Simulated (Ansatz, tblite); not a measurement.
# The cluster Si₄H₆: charged states by level of theory

Aim: the energy of removing and adding an electron for the cluster Si₄H₆, by energy differences, and how well orbital energies stand in for it.

Method: as each input shows; program: Ansatz 0.2.0, Gaussian basis.

The runs, in order: charge +1 doublet, at the geometry of the singlet (PBE0-D4/def2-TZVP, PBE-D4/def2-TZVP, r2SCAN-D4/def2-TZVP); charge -1 doublet, at the geometry of the singlet (PBE0-D4/def2-TZVPD, PBE-D4/def2-TZVPD, r2SCAN-D4/def2-TZVPD); the starting singlet's energies come from earlier runs.

## Step 1: The structure

The geometry is that of the singlet, from an earlier relaxation (PBE-D4/def2-SVP). At that level it is the lowest of the isomers that a small search found.

10 atoms, charge 0, spin multiplicity 1.

Atoms are counted from 1 here; the program's logs count them from 0.

Bond lengths: Si1–Si2 2.169 Å, Si1–Si4 2.328 Å, Si1–H8 1.504 Å, Si2–Si3 2.328 Å, Si2–H7 1.504 Å, Si3–Si4 2.375 Å, Si3–H6 1.508 Å, Si3–H10 1.508 Å, Si4–H5 1.508 Å, Si4–H9 1.508 Å. Angles: Si2–Si1–Si4 92.5°, Si2–Si1–H8 134.2°, Si4–Si1–H8 133.2°, Si1–Si2–Si3 92.5°, Si1–Si2–H7 134.2°, Si3–Si2–H7 133.2°, Si2–Si3–Si4 87.5°, Si2–Si3–H6 115.8°, Si2–Si3–H10 115.8°, Si4–Si3–H6 114.4°, Si4–Si3–H10 114.4°, H6–Si3–H10 108.1°, Si1–Si4–Si3 87.5°, Si1–Si4–H5 115.8°, Si1–Si4–H9 115.8°, Si3–Si4–H5 114.4°, Si3–Si4–H9 114.4°, H5–Si4–H9 108.1°.

## Step 2: Charge +1 doublet at the fixed geometry, first pass, PBE0-D4/def2-SVP

Input file in.yaml:

```yaml
crystal:
  periodic: [false, false, false]
  atoms:
    - {symbol: Si, position_ang: [-0.184874, -0.595718, 1.684635]}
    - {symbol: Si, position_ang: [1.286620, 0.818575, 0.949494]}
    - {symbol: Si, position_ang: [0.462585, 0.703507, -1.225221]}
    - {symbol: Si, position_ang: [-1.150526, -0.842730, -0.419687]}
    - {symbol: H, position_ang: [-2.578612, -0.374734, -0.545303]}
    - {symbol: H, position_ang: [-0.119307, 1.981575, -1.775002]}
    - {symbol: H, position_ang: [2.413174, 1.585848, 1.584510]}
    - {symbol: H, position_ang: [-0.482678, -1.195315, 3.031071]}
    - {symbol: H, position_ang: [-1.053640, -2.218968, -1.028729]}
    - {symbol: H, position_ang: [1.407257, 0.137959, -2.255768]}
basis:
  gaussian: {orbitals: def2-SVP}
total_charge: 1
magnetization: {spin_polarized: true, initial_magnetization: 1}
hamiltonian: {xc: pbe0, dispersion: d4}
output: {orbitals: {seedname: orbitals}}
```

Command:

```
> ansatz run in.yaml --threads 4 --pin off --events-out ev --progress --plain --max-ram 3916MiB
```

What it wrote:

```text
Functional definition: PBE0
  name "PBE0"
  cite "Adamo & Barone, J. Chem. Phys. 110, 6158 (1999) doi:10.1063/1.478522"
  cite "Perdew, Burke & Ernzerhof, Phys. Rev. Lett. 77, 3865 (1996) doi:10.1103/PhysRevLett.77.3865"
  parent pbe
  parameter a = 0.25
  parameter kappa = 0.804
  parameter beta = 0.06672455060314922
  exchange = (1 - a)*pbe_x(kappa = kappa, mu = beta*pi^2/3) + a*exact_x
  correlation = pbe_c(beta = beta)
982 factors; integrals over basis functions are off by at most 9.4e-4 eV
mean field evaluation 1: about -31574.3595 eV, gradient 1.2e1 eV
mean field evaluation 2: about -31574.5004 eV, gradient 1.2e1 eV
mean field evaluation 4: about -31575.6916 eV, gradient 2.1e-1 eV
mean field evaluation 8: about -31575.7147 eV, gradient 8.5e-3 eV
mean field evaluation 16: about -31575.7147 eV, gradient 5.0e-5 eV
mean field -31575.71472682 eV, -1160.3861134225 hartree, gradient 5.0e-5 eV, S^2 0.754422; 0 other end points of the search recorded, 0 dependent functions left out
reference -31575.71475664 eV, -1160.3861145183 hartree; 31, 30 occupied and 71, 72 virtual orbitals, 982 factors
Total energy: -31575.98623173 eV, -1160.3960910439 hartree
```

Run time: 1.8 s. Hardware: 4 threads of Arm Neoverse V2, shared host.

HOMO -12.19 eV, LUMO -9.49 eV (over both spins); ⟨S²⟩ 0.754 (pure: 0.75).

## Step 3: Charge +1 doublet at the fixed geometry, PBE0-D4/def2-TZVP

start.molden holds the orbitals of an earlier run on this state, given as this run's starting guess.

in.yaml, as its differences from that of step 2:

```diff
@@ -14,3 +14,3 @@
 basis:
-  gaussian: {orbitals: def2-SVP}
+  gaussian: {orbitals: def2-TZVP, initial_orbitals: start.molden}
 total_charge: 1
@@ -18,2 +18,3 @@
 hamiltonian: {xc: pbe0, dispersion: d4}
+scf: {omitted_lower_state_checks: [starts]}
 output: {orbitals: {seedname: orbitals}}
```

Same command.

What it wrote:

```text
Functional definition: PBE0
  name "PBE0"
  cite "Adamo & Barone, J. Chem. Phys. 110, 6158 (1999) doi:10.1063/1.478522"
  cite "Perdew, Burke & Ernzerhof, Phys. Rev. Lett. 77, 3865 (1996) doi:10.1103/PhysRevLett.77.3865"
  parent pbe
  parameter a = 0.25
  parameter kappa = 0.804
  parameter beta = 0.06672455060314922
  exchange = (1 - a)*pbe_x(kappa = kappa, mu = beta*pi^2/3) + a*exact_x
  correlation = pbe_c(beta = beta)
these checks for a lower state are left out or cut short: starts
1336 factors; their error is unknown
mean field evaluation 1: about -31584.4820 eV, gradient 8.6e1 eV
mean field evaluation 2: about -31586.5446 eV, gradient 2.7e0 eV
mean field evaluation 4: about -31586.7308 eV, gradient 1.1e-1 eV
mean field evaluation 8: about -31586.7309 eV, gradient 2.7e-5 eV
mean field -31586.73085418 eV, -1160.7909486361 hartree, gradient 2.7e-5 eV, S^2 0.755464; 0 other end points of the search recorded, 0 dependent functions left out
reference -31586.73089598 eV, -1160.7909501721 hartree; 31, 30 occupied and 153, 154 virtual orbitals, 1336 factors
Total energy: -31587.00237107 eV, -1160.8009266976 hartree
Checks for a lower state left out: starts
```

Run time: 4.1 s. Hardware: 4 threads of Arm Neoverse V2, shared host; peak memory 0.62 GiB.

Report: HOMO -12.15 eV, LUMO -9.36 eV (over both spins); ⟨S²⟩ 0.755 (pure: 0.75).

## Step 4: Charge +1 doublet at the fixed geometry, PBE-D4/def2-TZVP

in.yaml, as its differences from that of step 3:

```diff
@@ -17,3 +17,3 @@
 magnetization: {spin_polarized: true, initial_magnetization: 1}
-hamiltonian: {xc: pbe0, dispersion: d4}
+hamiltonian: {xc: pbe, dispersion: d4}
 scf: {omitted_lower_state_checks: [starts]}
```

Same command.

What it wrote:

```text
Functional definition: PBE
  name "PBE"
  cite "Perdew, Burke & Ernzerhof, Phys. Rev. Lett. 77, 3865 (1996) doi:10.1103/PhysRevLett.77.3865"
  parent pbe
  parameter kappa = 0.804
  parameter beta = 0.06672455060314922
  exchange = pbe_x(kappa = kappa, mu = beta*pi^2/3)
  correlation = pbe_c(beta = beta)
these checks for a lower state are left out or cut short: starts
1272 factors; their error is unknown
mean field evaluation 1: about -31583.5540 eV, gradient 8.6e0 eV
mean field evaluation 2: about -31583.6794 eV, gradient 1.9e-1 eV
mean field evaluation 4: about -31583.6572 eV, gradient 2.3e-3 eV
mean field -31583.65721150 eV, -1160.6779943508 hartree, gradient 2.0e-5 eV, S^2 0.754647; 0 other end points of the search recorded, 0 dependent functions left out
reference -31583.65726690 eV, -1160.6779963869 hartree; 31, 30 occupied and 153, 154 virtual orbitals, 1272 factors
Total energy: -31583.97445868 eV, -1160.6896529698 hartree
Checks for a lower state left out: starts
```

Run time: 2.7 s. Hardware: 4 threads of Arm Neoverse V2, shared host.

Report: HOMO -11.22 eV, LUMO -10.19 eV (over both spins); ⟨S²⟩ 0.755 (pure: 0.75).

## Step 5: Charge +1 doublet at the fixed geometry, r2SCAN-D4/def2-TZVP

in.yaml, as its differences from that of step 4:

```diff
@@ -17,3 +17,3 @@
 magnetization: {spin_polarized: true, initial_magnetization: 1}
-hamiltonian: {xc: pbe, dispersion: d4}
+hamiltonian: {xc: r2scan, dispersion: d4}
 scf: {omitted_lower_state_checks: [starts]}
```

Launched as before.

What it wrote:

```text
Functional definition: r2SCAN
  name "r2SCAN"
  cite "Furness, Kaplan, Ning, Perdew & Sun, J. Phys. Chem. Lett. 11, 8208 (2020) doi:10.1021/acs.jpclett.0c02405"
  cite "Furness, Kaplan, Ning, Perdew & Sun, J. Phys. Chem. Lett. 11, 9248 (2020) doi:10.1021/acs.jpclett.0c03077"
  parent r2scan
  parameter k0 = 0.174
  parameter k1 = 0.065
  parameter a1 = 4.9479
  exchange = r2scan_x(k0 = k0, k1 = k1, a1 = a1)
  correlation = r2scan_c
these checks for a lower state are left out or cut short: starts
1272 factors; their error is unknown
mean field evaluation 1: about -31597.0137 eV, gradient 5.9e0 eV
mean field evaluation 2: about -31597.0633 eV, gradient 8.7e-2 eV
mean field evaluation 4: about -31597.0366 eV, gradient 5.2e-4 eV
mean field -31597.03663472 eV, -1161.1696790852 hartree, gradient 1.5e-5 eV, S^2 0.759448; 0 other end points of the search recorded, 0 dependent functions left out
reference -31597.03665462 eV, -1161.1696798166 hartree; 31, 30 occupied and 153, 154 virtual orbitals, 1272 factors
Total energy: -31597.10563076 eV, -1161.1722146429 hartree
Checks for a lower state left out: starts
```

It took 6.5 s on 4 threads of Arm Neoverse V2, shared host.

Report: HOMO -11.58 eV, LUMO -9.95 eV (over both spins); ⟨S²⟩ 0.759 (pure: 0.75).

## Step 6: Vertical ionisation energy

Charged state less starting state, singlet to doublet; the starting state's energies are those of its earlier runs.

```csv
level,vertical ionisation energy (eV),time
PBE-D4/def2-TZVP,+7.82,4.1 s
r2SCAN-D4/def2-TZVP,+7.79,9.9 s
PBE0-D4/def2-TZVP,+7.79,5.9 s
```

Times add the two runs; a level without a time comes out of a correlated run.

Beside −ε(HOMO) of the starting state:

```csv
level,−ε(HOMO) (eV),by difference (eV),mismatch (eV)
PBE-D4/def2-TZVP,5.34,7.82,-2.49
r2SCAN-D4/def2-TZVP,5.51,7.79,-2.28
PBE0-D4/def2-TZVP,6.12,7.79,-1.67
```

## Step 7: Charge -1 doublet at the fixed geometry, first pass, PBE0-D4/def2-SVP

in.yaml, as its differences from that of step 5:

```diff
@@ -14,7 +14,6 @@
 basis:
-  gaussian: {orbitals: def2-TZVP, initial_orbitals: start.molden}
-total_charge: 1
+  gaussian: {orbitals: def2-SVP}
+total_charge: -1
 magnetization: {spin_polarized: true, initial_magnetization: 1}
-hamiltonian: {xc: r2scan, dispersion: d4}
-scf: {omitted_lower_state_checks: [starts]}
+hamiltonian: {xc: pbe0, dispersion: d4}
 output: {orbitals: {seedname: orbitals}}
```

Launched as before.

What it wrote:

```text
Functional definition: PBE0
  name "PBE0"
  cite "Adamo & Barone, J. Chem. Phys. 110, 6158 (1999) doi:10.1063/1.478522"
  cite "Perdew, Burke & Ernzerhof, Phys. Rev. Lett. 77, 3865 (1996) doi:10.1103/PhysRevLett.77.3865"
  parent pbe
  parameter a = 0.25
  parameter kappa = 0.804
  parameter beta = 0.06672455060314922
  exchange = (1 - a)*pbe_x(kappa = kappa, mu = beta*pi^2/3) + a*exact_x
  correlation = pbe_c(beta = beta)
982 factors; integrals over basis functions are off by at most 9.4e-4 eV
mean field evaluation 1: about -31583.3593 eV, gradient 8.2e0 eV
mean field evaluation 2: about -31583.3220 eV, gradient 8.4e0 eV
mean field evaluation 4: about -31583.9058 eV, gradient 2.1e-1 eV
mean field evaluation 8: about -31583.9264 eV, gradient 4.3e-2 eV
mean field evaluation 16: about -31583.9264 eV, gradient 6.0e-5 eV
mean field -31583.92642537 eV, -1160.6878877779 hartree, gradient 6.0e-5 eV, S^2 0.758234; 0 other end points of the search recorded, 0 dependent functions left out
reference -31583.92645877 eV, -1160.6878890056 hartree; 32, 31 occupied and 70, 71 virtual orbitals, 982 factors
Total energy: -31584.28068185 eV, -1160.7009064638 hartree
```

It took 1.9 s on 4 threads of Arm Neoverse V2, shared host.

From the report: HOMO 1.30 eV, LUMO 3.69 eV (over both spins); ⟨S²⟩ 0.758 (pure: 0.75). Doubts: highest occupied level lies above zero.

## Step 8: Charge -1 doublet at the fixed geometry, PBE0-D4/def2-TZVPD

in.yaml, as its differences from that of step 7:

```diff
@@ -14,3 +14,3 @@
 basis:
-  gaussian: {orbitals: def2-SVP}
+  gaussian: {orbitals: def2-TZVPD, initial_orbitals: start.molden}
 total_charge: -1
@@ -18,2 +18,3 @@
 hamiltonian: {xc: pbe0, dispersion: d4}
+scf: {omitted_lower_state_checks: [starts]}
 output: {orbitals: {seedname: orbitals}}
```

The command is unchanged.

What it wrote:

```text
Functional definition: PBE0
  name "PBE0"
  cite "Adamo & Barone, J. Chem. Phys. 110, 6158 (1999) doi:10.1063/1.478522"
  cite "Perdew, Burke & Ernzerhof, Phys. Rev. Lett. 77, 3865 (1996) doi:10.1103/PhysRevLett.77.3865"
  parent pbe
  parameter a = 0.25
  parameter kappa = 0.804
  parameter beta = 0.06672455060314922
  exchange = (1 - a)*pbe_x(kappa = kappa, mu = beta*pi^2/3) + a*exact_x
  correlation = pbe_c(beta = beta)
these checks for a lower state are left out or cut short: starts
1490 factors; their error is unknown
mean field evaluation 1: about -31592.6803 eV, gradient 8.7e1 eV
mean field evaluation 2: about -31594.9132 eV, gradient 3.2e0 eV
mean field evaluation 4: about -31595.0669 eV, gradient 1.6e-1 eV
mean field evaluation 8: about -31595.0676 eV, gradient 2.2e-5 eV
mean field -31595.06760220 eV, -1161.0973184748 hartree, gradient 2.2e-5 eV, S^2 0.762392; 0 other end points of the search recorded, 0 dependent functions left out
reference -31595.06765235 eV, -1161.0973203178 hartree; 32, 31 occupied and 194, 195 virtual orbitals, 1490 factors
Total energy: -31595.42187543 eV, -1161.1103377761 hartree
Checks for a lower state left out: starts
```

Wall time 8 s (4 threads of Arm Neoverse V2, shared host); peak memory 0.92 GiB.

From the report: HOMO 0.93 eV, LUMO 3.15 eV (over both spins); ⟨S²⟩ 0.762 (pure: 0.75). Doubts: highest occupied level lies above zero.

## Step 9: Charge -1 doublet at the fixed geometry, PBE-D4/def2-TZVPD

in.yaml, as its differences from that of step 8:

```diff
@@ -17,3 +17,3 @@
 magnetization: {spin_polarized: true, initial_magnetization: 1}
-hamiltonian: {xc: pbe0, dispersion: d4}
+hamiltonian: {xc: pbe, dispersion: d4}
 scf: {omitted_lower_state_checks: [starts]}
```

Same command.

What it wrote:

```text
Functional definition: PBE
  name "PBE"
  cite "Perdew, Burke & Ernzerhof, Phys. Rev. Lett. 77, 3865 (1996) doi:10.1103/PhysRevLett.77.3865"
  parent pbe
  parameter kappa = 0.804
  parameter beta = 0.06672455060314922
  exchange = pbe_x(kappa = kappa, mu = beta*pi^2/3)
  correlation = pbe_c(beta = beta)
these checks for a lower state are left out or cut short: starts
1406 factors; their error is unknown
mean field evaluation 1: about -31591.9131 eV, gradient 8.6e0 eV
mean field evaluation 2: about -31592.0326 eV, gradient 1.7e-1 eV
mean field evaluation 4: about -31592.0145 eV, gradient 7.0e-4 eV
mean field -31592.01453131 eV, -1160.9851201892 hartree, gradient 2.0e-5 eV, S^2 0.757043; 0 other end points of the search recorded, 0 dependent functions left out
reference -31592.01459721 eV, -1160.9851226109 hartree; 32, 31 occupied and 194, 195 virtual orbitals, 1406 factors
Total energy: -31592.42663282 eV, -1161.0002646404 hartree
Checks for a lower state left out: starts
```

Wall time 4.6 s (4 threads of Arm Neoverse V2, shared host).

From the report: HOMO 1.63 eV, LUMO 2.41 eV (over both spins); ⟨S²⟩ 0.757 (pure: 0.75). Doubts: highest occupied level lies above zero.

## Step 10: Charge -1 doublet at the fixed geometry, r2SCAN-D4/def2-TZVPD

in.yaml, as its differences from that of step 9:

```diff
@@ -17,3 +17,3 @@
 magnetization: {spin_polarized: true, initial_magnetization: 1}
-hamiltonian: {xc: pbe, dispersion: d4}
+hamiltonian: {xc: r2scan, dispersion: d4}
 scf: {omitted_lower_state_checks: [starts]}
```

Same command.

What it wrote:

```text
Functional definition: r2SCAN
  name "r2SCAN"
  cite "Furness, Kaplan, Ning, Perdew & Sun, J. Phys. Chem. Lett. 11, 8208 (2020) doi:10.1021/acs.jpclett.0c02405"
  cite "Furness, Kaplan, Ning, Perdew & Sun, J. Phys. Chem. Lett. 11, 9248 (2020) doi:10.1021/acs.jpclett.0c03077"
  parent r2scan
  parameter k0 = 0.174
  parameter k1 = 0.065
  parameter a1 = 4.9479
  exchange = r2scan_x(k0 = k0, k1 = k1, a1 = a1)
  correlation = r2scan_c
these checks for a lower state are left out or cut short: starts
1406 factors; their error is unknown
mean field evaluation 1: about -31605.4301 eV, gradient 6.0e0 eV
mean field evaluation 2: about -31605.4751 eV, gradient 8.3e-2 eV
mean field evaluation 4: about -31605.4523 eV, gradient 2.9e-4 eV
mean field -31605.45228999 eV, -1161.4789487122 hartree, gradient 2.1e-5 eV, S^2 0.767897; 0 other end points of the search recorded, 0 dependent functions left out
reference -31605.45231701 eV, -1161.4789497051 hartree; 32, 31 occupied and 194, 195 virtual orbitals, 1406 factors
Total energy: -31605.54780385 eV, -1161.4824587819 hartree
Checks for a lower state left out: starts
```

It took 10 s on 4 threads of Arm Neoverse V2, shared host.

Report: HOMO 1.47 eV, LUMO 2.77 eV (over both spins); ⟨S²⟩ 0.768 (pure: 0.75). Doubts: highest occupied level lies above zero.

## Step 11: Vertical electron affinity

Starting state less charged state (positive: the electron is bound), singlet to doublet; the starting state's energies are those of its earlier runs.

```csv
level,vertical electron affinity (eV),time
PBE-D4/def2-TZVPD,+0.61,6.8 s
r2SCAN-D4/def2-TZVPD,+0.63,15 s
PBE0-D4/def2-TZVPD,+0.61,11 s
```

Times add the two runs; a level without a time comes out of a correlated run.

Beside −ε(LUMO) of the starting state:

```csv
level,−ε(LUMO) (eV),by difference (eV),mismatch (eV)
PBE-D4/def2-TZVPD,2.76,0.61,+2.15
r2SCAN-D4/def2-TZVPD,2.66,0.63,+2.02
PBE0-D4/def2-TZVPD,2.05,0.61,+1.44
```

## Step 12: Summary of results

```
                                             quantity                                 value
 vertical ionisation energy, functionals in def2-TZVP    7.79 (PBE0-D4) to 7.82 eV (PBE-D4)
vertical electron affinity, functionals in def2-TZVPD  0.61 (PBE-D4) to 0.63 eV (r2SCAN-D4)
```

**Reading.** The vertical ionisation energy spans 7.79 to 7.82 eV over the functionals. −ε(HOMO) misses the level's own difference by -1.67 eV at best (PBE0-D4) and -2.49 eV at worst (PBE-D4). The vertical electron affinity spans 0.61 to 0.63 eV over the functionals. The anion's highest level lies above zero where self-interaction lifts it, so diffuse functions weigh on these values. −ε(LUMO) misses the level's own difference by +1.44 eV at best (PBE0-D4) and +2.15 eV at worst (PBE-D4).

The anion's highest level is positive in at least one run, so there the basis alone may hold the extra electron.
